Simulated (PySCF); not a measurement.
# Do core-level shifts follow atomic charges?

Compound: 2-methyl-3-butyn-2-ol, C₅H₈O.
Bonds: C1–C2 (triple), C2–C3, C3–C4, C3–C5, C3–O6. Hydrogens: H7 on C1; H8, H9, H10 on C4; H11, H12, H13 on C5; H14 on O6.

Binding energies: delta-SCF UKS SCAN, pcX-2 on the ionised atom, pcseg-1 elsewhere, spin-free X2C (PySCF 2.14.0). Charges: PBE0/pcSseg-1 ground-state density, for the ionised atom.

| atom | environment | C 1s (eV) | Mulliken (e) | IAO (e) | Hirshfeld (e) | ESP (e) |
| --- | --- | --- | --- | --- | --- | --- |
| C1 | terminal alkyne carbon | 290.31 | -0.395 | -0.244 | -0.119 | -0.361 |
| C2 | alkyne carbon | 290.62 | +0.350 | -0.054 | -0.045 | -0.230 |
| C4 | methyl carbon | 290.74 | -0.180 | -0.419 | -0.122 | -0.660 |
| C3 | carbinol carbon (C–OH) | 292.96 | -0.223 | +0.233 | +0.100 | +0.825 |

Task: Give the correlation coefficient and slope of binding energy on charge for each scheme.

Result: Hirshfeld: r = 0.94, slope 11.0 eV per e; ESP: r = 0.93, slope 1.7 eV per e; IAO: r = 0.82, slope 3.6 eV per e; Mulliken: r = -0.15, slope -0.6 eV per e. On 4 points no scheme stands out.

Task: The point-charge model writes a binding energy as kq + V + constant, with V the potential of the other atoms' charges at the site. What does it give with the Mulliken charges?

Result: V = Σ 14.40 eV Å × q/r over all other atoms: +4.43 eV at C1, -6.05 eV at C2, +2.85 eV at C4, +0.66 eV at C3. Fitting binding energy − V to q gives k = 13.3 eV per e and leaves an rms residual of 1.88 eV, against 1.04 eV for the fit on q alone. The model has no term for differences in relaxation between sites.

The unrestricted hole states depart most from a pure doublet (⟨S²⟩ = 0.75; over 0.85 named) for C 1s of C2 (0.87), which makes this value less certain. Isolated species at its PBE0-D3(BJ)/def2-SVP geometry (one conformer only).

Shape of the structure used: `[CH:1]#[C:2][C:3]([CH3:4])([CH3:5])[OH:6]`: H–O6–C3–C2 56°.
